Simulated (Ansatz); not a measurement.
Reaction (isomerisation): `NCC(O)O` → `NCOCO`

Program: Ansatz. Geometries: PBE0-D4/def2-TZVP. ΔE: electronic, gas phase. CCSD(T)/CBS is the MP2 limit (def2-TZVPP, def2-QZVPP) plus CCSD(T) − MP2 in def2-TZVPP, frozen cores. DFT in def2-TZVPP. B3LYP here is the variant with VWN-RPA as its local correlation; programs differ in this. Each species was taken in one conformer, which may not be the lowest.

```tsv
level	ΔE (kJ/mol)	difference from CCSD(T)/CBS
PBE0-D4	64.8	-2.8
B3LYP-D4	59.0	-8.6
PBE	61.0	-6.6
r2SCAN	63.9	-3.7
B3LYP	56.1	-11.5
MP2/def2-TZVPP	70.3	2.7
CCSD(T)/def2-TZVPP	65.9	-1.7
MP2/def2-QZVPP	71.0	3.4
SCS-MP2/def2-QZVPP	65.3	-2.3
MP2/CBS(def2)	72.0	4.4
CCSD(T)/CBS	67.6	0
```

Largest T1 diagnostic among the species: 0.011.

In def2-TZVPP, CCSD(T) changes the Hartree–Fock value by +14.9 kJ/mol (the triples alone add +1.3 kJ/mol) and MP2 by +19.3 kJ/mol.

CCSD(T)/CBS has its own doubt, a few kJ/mol and more with outer-core shells, so smaller differences from it don't rank the levels.
